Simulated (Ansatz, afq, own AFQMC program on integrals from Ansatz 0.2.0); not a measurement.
# AuSiH$_{3}$, singlet in def2-SVP, levels against CCSDT(Q)

```yaml
atoms:
  - { symbol: Au, position_ang: [-0.3781, 0.0024, 0.0021] }
  - { symbol: Si, position_ang: [2.3448, -0.0151, -0.0131] }
  - { symbol: H, position_ang: [2.8391, -1.4172, -0.0109] }
  - { symbol: H, position_ang: [2.8593, 0.6855, 1.1930] }
  - { symbol: H, position_ang: [2.8457, 0.6767, -1.2300] }
```

Connectivity, by distances: Au–SiH3.

Basis def2-SVP with its core potentials. Noble-gas cores (and the filled d shells of Ga–Kr and In–Xe) are frozen. Integrals, coupled cluster, full CI and functionals: Ansatz 0.2.0; the random walks run on the same integrals in our own AFQMC program. The CISD trial takes its coefficients from CCSD amplitudes. Released means that phaseless walkers are propagated on without the constraint, phases kept. Error bars are statistical, one sigma. No spin–orbit coupling. The metal's outer-core s and p shells are frozen, which shifts wave-function levels against functionals.

Determinant: RHF, the one that the program's search chose, which needn't be the lowest solution. The geometry is a point of a scan.

No full CI on the walks' own integrals is used here; CCSDT(Q) serves as the reference and is uncertain by about the last step of the cluster series.

Cautions: no spin-orbit coupling; outer-core shells of the metal frozen; higher spins were not checked.

- T1 diagnostic: 0.0272
- weight of the determinant in the CISD state: 0.836
- size of the correlated space: 18 electrons in 56 orbitals

Reference: CCSDT(Q), correlation energy -11.003 eV. The released energy is read at 2.60 1/Eh (meV from the phaseless value at times in 1/Eh: -4 ± 5 at 0.24, -7 ± 6 at 0.60, -15 ± 4 at 1.20, -9 ± 10 at 1.80, -13 ± 10 at 2.60).

```csv
level,E − E(reference) (kJ/mol),share of correlation (%)
HF,1061.6,0.00
MP2,55.4,94.78
CCSD,28.5,97.32
CCSD(T),2.6,99.75
CCSDT,1.2,99.88
ph-AFQMC/HF,-12.1 ± 3.3,101.14
ph-AFQMC/CISD,0.2 ± 0.5,99.99
released AFQMC,-1.1 ± 0.9,100.10
```

A walk keeps the symmetry of its determinant, which the program's search chose and which needn't be the lowest solution, so a lower state of the same spin and another symmetry isn't excluded. Released energies are given only where the last usable release times agree within the noise; a slower fall can still hide under it.
